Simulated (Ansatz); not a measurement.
# One shape, several levels: [SiH3]+ (SMILES [SiH3+])

Wanted: a comparison of 6 runs (HF/def2-SVP, B3LYP/6-31G, B3LYP/6-31G*, B3LYP/cc-pVDZ, PBE0/def2-SVP, CCSDTQ/ANO-RCC-MB) of [SiH3]+. 

The results are computed with Ansatz 0.2.0.

7 further runs of the same task are left out: 7 set aside as unsound or not needed.

### Step 1. The structure to begin with

[SiH3]+ has 4 atoms, charge +1, and is taken as a singlet. SMILES: `[SiH3+]`. The coordinates come from a PBE0-D4/def2-TZVP relaxation.

Bond lengths: Si1–H2 1.472 Å, Si1–H3 1.472 Å, Si1–H4 1.472 Å. Angles: H2–Si1–H3 120.0°, H2–Si1–H4 120.0°, H3–Si1–H4 120.0°.

### Step 2. Energy and forces at HF/def2-SVP (run 1)

File in.yaml:

```yaml
crystal:
  periodic: [false, false, false]
  atoms:
    - {symbol: Si, position_ang: [-0.000000, -0.000000, 0.000000]}
    - {symbol: H, position_ang: [0.686900, 0.675400, 1.113000]}
    - {symbol: H, position_ang: [-0.118400, -1.467200, -0.009900]}
    - {symbol: H, position_ang: [-0.568500, 0.791700, -1.103100]}
basis:
  gaussian: {orbitals: def2-SVP}
total_charge: 1
hamiltonian: {xc: hf}
accuracy: high
output: {forces: true, orbitals: {seedname: orbitals}}
```

On the command line:

```
$ ansatz run in.yaml --threads 1 --pin off --max-ram 2610MiB --events-out events.jsonl --progress --plain --runs-dir runs
```

What it wrote:

```text
Warning: RAYON_NUM_THREADS=1 ignored (pool sized by the plan → 1); use --threads N
Functional definition: HF
  name "HF"
  exchange = exact_x
  correlation = 0
619 factors; integrals over basis functions are off by at most 2.7e-9 eV
mean field evaluation 1: about -7897.9197 eV, gradient 7.9e0 eV
mean field evaluation 2: about -7897.9208 eV, gradient 7.9e0 eV
mean field evaluation 4: about -7898.2273 eV, gradient 1.9e-1 eV
mean field evaluation 8: about -7898.2273 eV, gradient 1.7e-5 eV
mean field -7898.22728031 eV, -290.2544989407 hartree, gradient 2.3e-8 eV, S^2 0.000000; 0 other end points of the search recorded, 0 dependent functions left out
the calculation of the forces begins
reference -7898.22728031 eV, -290.2544989407 hartree; 8, 8 occupied and 25, 25 virtual orbitals, 619 factors
Total energy: -7898.22728031 eV, -290.2544989407 hartree
Atom 0 at    -0.000000    -0.000000     0.000000 Å, force    -0.000134    -0.000352    -0.000187 eV/Å
Atom 1 at     0.686900     0.675400     1.113000 Å, force    -0.119768    -0.117531    -0.194094 eV/Å
Atom 2 at    -0.118400    -1.467200    -0.009900 Å, force     0.020630     0.255905     0.001689 eV/Å
Atom 3 at    -0.568500     0.791700    -1.103100 Å, force     0.099271    -0.138021     0.192592 eV/Å
Dipole moment:    -0.000000     0.000028    -0.000004 e Å
```

Run time: 0.24 s. Hardware: 1 thread of Arm Neoverse V2, shared host.

### Step 3. Energy and gradient at B3LYP/6-31G (run 2)

File molecule.yaml:

```yaml
basis:
  gaussian:
    orbitals: 6-31G
crystal:
  periodic: [false, false, false]
  atoms:
    - {symbol: Si, position_ang: [-0.000000, -0.000000, 0.000000]}
    - {symbol: H, position_ang: [0.686900, 0.675400, 1.113000]}
    - {symbol: H, position_ang: [-0.118400, -1.467200, -0.009900]}
    - {symbol: H, position_ang: [-0.568500, 0.791700, -1.103100]}
total_charge: 1
hamiltonian:
  xc: {name: B3LYP}
accuracy: high
output: {forces: true, orbitals: {seedname: orbitals}}
```

On the command line:

```
$ ansatz run molecule.yaml --threads 1 --pin off --max-ram 2610MiB --events-out events.jsonl --progress --plain --runs-dir runs
```

What it wrote, cut to the lines that bear on the results:

```text
Warning: RAYON_NUM_THREADS=1 ignored (pool sized by the plan → 1); use --threads N
Functional definition: B3LYP
  name "B3LYP"
[...]
411 factors; integrals over basis functions are off by at most 3.6e-9 eV
[...]
mean field -7915.94363054 eV, -290.9055628030 hartree, gradient 2.7e-9 eV, S^2 0.000000; 0 other end points of the search recorded, 0 dependent functions left out
[...]
reference -7915.94366005 eV, -290.9055638877 hartree; 8, 8 occupied and 11, 11 virtual orbitals, 411 factors
Total energy: -7915.94366005 eV, -290.9055638877 hartree
Atom 0 at    -0.000000    -0.000000     0.000000 Å, force    -0.000129    -0.000248    -0.000193 eV/Å
Atom 1 at     0.686900     0.675400     1.113000 Å, force     0.146403     0.144140     0.237195 eV/Å
Atom 2 at    -0.118400    -1.467200    -0.009900 Å, force    -0.025246    -0.312617    -0.002141 eV/Å
Atom 3 at    -0.568500     0.791700    -1.103100 Å, force    -0.121028     0.168725    -0.234862 eV/Å
Dipole moment:    -0.000000     0.000021    -0.000003 e Å
```

It took 0.86 s on 1 thread of Arm Neoverse V2, shared host.

Run 3 isn't shown in full; the table further down has it.

### Step 4. Energy and forces at B3LYP/cc-pVDZ (run 4)

in.yaml: that of step 2 with these lines changed.

```diff
@@ -8,5 +8,9 @@
 basis:
-  gaussian: {orbitals: def2-SVP}
+  gaussian:
+    orbitals: cc-pVDZ
 total_charge: 1
-hamiltonian: {xc: hf}
+magnetization:
+  spin_polarized: false
+hamiltonian:
+  xc: {name: B3LYP}
 accuracy: high
```

On the command line:

```
$ ansatz run in.yaml --threads 1 --pin off --max-ram 2610MiB --events-out events.jsonl --progress --plain --runs-dir runs
```

What it wrote, cut to the lines that bear on the results:

```text
Warning: RAYON_NUM_THREADS=1 ignored (pool sized by the plan → 1); use --threads N
[... 2 set-up lines as earlier in the session ...]
[...]
691 factors; integrals over basis functions are off by at most 3.9e-9 eV
[...]
mean field -7917.10959252 eV, -290.9484111154 hartree, gradient 4.0e-8 eV, S^2 0.000000; 0 other end points of the search recorded, 0 dependent functions left out
[...]
reference -7917.10962429 eV, -290.9484122830 hartree; 8, 8 occupied and 25, 25 virtual orbitals, 691 factors
Total energy: -7917.10962429 eV, -290.9484122830 hartree
Atom 0 at    -0.000000    -0.000000     0.000000 Å, force    -0.000130    -0.000293    -0.000189 eV/Å
Atom 1 at     0.686900     0.675400     1.113000 Å, force     0.090507     0.089199     0.146624 eV/Å
Atom 2 at    -0.118400    -1.467200    -0.009900 Å, force    -0.015611    -0.193229    -0.001335 eV/Å
Atom 3 at    -0.568500     0.791700    -1.103100 Å, force    -0.074766     0.104323    -0.145101 eV/Å
Dipole moment:     0.000000     0.000022    -0.000003 e Å
```

Run time: 1.2 s. Hardware: 1 thread of Arm Neoverse V2, shared host.

Run 5 isn't shown in full; the table further down has it.

### Step 5. Energy and forces at CCSDTQ/ANO-RCC-MB (sfX2C) (run 6)

in.yaml: that of step 4 with these lines changed.

```diff
@@ -8,10 +8,6 @@
 basis:
-  gaussian:
-    orbitals: cc-pVDZ
+  gaussian: {orbitals: ANO-RCC-MB.json}
 total_charge: 1
-magnetization:
-  spin_polarized: false
-hamiltonian:
-  xc: {name: B3LYP}
+correlation: {method: ccsdtq, electrons: outside_noble_gas}
 accuracy: high
-output: {forces: true, orbitals: {seedname: orbitals}}
+output: {forces: true}
```

The basis set ANO-RCC-MB is read from a file made from the Basis Set Exchange's data (not shown).

On the command line:

```
$ ansatz run in.yaml --threads 1 --pin off --max-ram 2610MiB --events-out events.jsonl --progress --plain --runs-dir runs
```

What it wrote:

```text
Warning: RAYON_NUM_THREADS=1 ignored (pool sized by the plan → 1); use --threads N
[... 10 lines left out ...]
5 core orbitals not correlated: weight in the atoms' cores, before any rotation towards them, 1.000 or more for the frozen orbitals, at most 0.000 for the correlated occupied ones
[... 22 lines left out ...]
Total energy: -7915.24420956 eV, -290.8798595562 hartree
[... 5 lines left out ...]
Dipole moment:    -0.000002     0.000018    -0.000007 e Å
```

Run time: 1.3 s. Hardware: 1 thread of Arm Neoverse V2, shared host.

### Step 6. All runs side by side

```
run                               level  frozen core orbitals  energy (Eh)  HOMO energy (eV)  LUMO energy (eV)  HOMO–LUMO gap (eV)  wall time
  1                         HF/def2-SVP                     –  -290.254499            -21.08             -6.70               14.38     0.24 s
  2                         B3LYP/6-31G                     –  -290.905564            -17.62            -10.68                6.94     0.86 s
  3  B3LYP/6-31G* (spherical functions)                     –  -290.931446            -17.55            -10.52                7.03     0.96 s
  4                       B3LYP/cc-pVDZ                     –  -290.948412            -17.49            -10.55                6.94      1.2 s
  5                       PBE0/def2-SVP                     –  -290.704525            -17.72            -10.29                7.43        1 s
  6           CCSDTQ/ANO-RCC-MB (sfX2C)                     5  -290.879860                 –                 –                   –      1.3 s
```

### Step 7. Summary of results

| quantity | value |
| --- | --- |
| run 6: total energy | -290.87986 Eh |
| run 6: correlation energy (5 core orbitals frozen) | -49.3 mEh |
| run 6: T1 diagnostic | 0.005 |
| run 6: largest force on an atom | 2.838 eV/Å |

In words: Over runs 1, 2, 3, 4, 5 the HOMO–LUMO gap runs from 6.94 eV (B3LYP/cc-pVDZ) to 14.38 eV (HF/def2-SVP). The two ends differ in method and basis. Totals of different functionals can't be ranked against each other. Some runs of one species differ in core potentials or relativity; totals across that change don't compare. In run 6 the basis is minimal, so the values are rough. All runs together took 5.6 s, the longest 1.3 s.
